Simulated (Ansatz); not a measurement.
**C2HNOS: one species, many methods**

An exercise on one series of results from a longer session: the logs are not shown, and one member is left open.

Computed with Ansatz 0.2.0, Gaussian basis. Level: functionals in def2-TZVPP, the program's frozen cores in correlated methods.

The runs, in order: LDA (SPW92), PBE-D4, revPBE-D4, BLYP-D4, r2SCAN-D4, B97M-V, PBE0-D4, B3LYP-D4, r2SCANh-D4, r2SCAN0-D4, HSE06-D4, BHLYP-D4, CAM-B3LYP-D4, LC-ωPBE, ωB97X-V, ωB97M-V, B2PLYP, PBE-QIDH; CCSD(T)/def2-SVP; CCSD(T)/def2-TZVPP; MP2/def2-QZVPP; extrapolation to the limit; RPA on PBE.

### The relaxed structure

The geometry comes from an earlier relaxation with PBE0-D4 in a triple-zeta def2 set; it is a stationary point.

6 atoms, charge 0, spin multiplicity 1.

Atoms are counted from 1 here; the program's logs count them from 0.

Bond lengths: S1–C2 1.551 Å, C2–N3 1.206 Å, N3–C4 1.395 Å, C4–O5 1.194 Å, C4–H6 1.097 Å. Angles: S1–C2–N3 175.5°, C2–N3–C4 138.4°, N3–C4–O5 124.2°, N3–C4–H6 111.7°, O5–C4–H6 124.1°.

Set-up of the first run:

File in.yaml:

```yaml
crystal:
  periodic: [false, false, false]
  atoms:
    - {symbol: S, position_ang: [-0.364529, -2.776597, -0.501602]}
    - {symbol: C, position_ang: [-0.408850, -1.242442, -0.280748]}
    - {symbol: N, position_ang: [-0.535903, -0.052917, -0.129197]}
    - {symbol: C, position_ang: [0.255318, 1.046395, 0.203626]}
    - {symbol: O, position_ang: [1.423529, 0.985507, 0.443013]}
    - {symbol: H, position_ang: [-0.327564, 1.976053, 0.218806]}
basis:
  gaussian: {orbitals: def2-TZVPP}
hamiltonian: {xc: lda}
output: {orbitals: {seedname: orbitals}}
```

Command:

```sh
$ ansatz run in.yaml --threads 2 --pin off --events-out ev --progress --plain --max-ram 4352MiB
```

Steps of the session up to this table: LDA; PBE-D4 (GGA); revPBE-D4 (GGA); BLYP-D4 (GGA); r2SCAN-D4 (meta-GGA); B97M-V (meta-GGA); PBE0-D4 (hybrid); B3LYP-D4 (hybrid); r2SCANh-D4 (hybrid); r2SCAN0-D4 (hybrid); HSE06-D4 (hybrid); BHLYP-D4 (hybrid); CAM-B3LYP-D4 (range-separated); LC-ωPBE (range-separated); ωB97X-V (range-separated); ωB97M-V (range-separated); B2PLYP (double hybrid); PBE-QIDH (double hybrid).

One table of the session follows, with a row left open; its other results are not shown here.

It belongs to the step «Frontier levels by functional». 

| functional | HOMO (eV) | LUMO (eV) | gap (eV) |
| --- | --- | --- | --- |
| LDA (SPW92) | -6.99 | -3.40 | 3.59 |
| PBE-D4 | ? | ? | ? |
| revPBE-D4 | -6.76 | -3.06 | 3.69 |
| BLYP-D4 | -6.69 | -3.01 | 3.69 |
| r2SCAN-D4 | -7.13 | -3.01 | 4.12 |
| B97M-V | -7.21 | -2.88 | 4.33 |
| PBE0-D4 | -8.20 | -2.25 | 5.96 |
| B3LYP-D4 | -7.96 | -2.46 | 5.50 |
| r2SCANh-D4 | -7.66 | -2.67 | 4.98 |
| r2SCAN0-D4 | -8.40 | -2.16 | 6.24 |
| HSE06-D4 | -7.81 | -2.62 | 5.18 |
| BHLYP-D4 | -9.18 | -1.18 | 8.00 |
| CAM-B3LYP-D4 | -9.42 | -1.14 | 8.27 |
| LC-ωPBE | -10.69 | -0.05 | 10.64 |
| ωB97X-V | -10.35 | -0.06 | 10.29 |
| ωB97M-V | -10.19 | -0.08 | 10.12 |

Q: Estimate the row for PBE-D4 from the others.

The run gave: HOMO (eV): -6.82; LUMO (eV): -3.15; gap (eV): 3.67. In the column «HOMO (eV)» it lies between LDA (SPW92) (-6.99) and revPBE-D4 (-6.76).
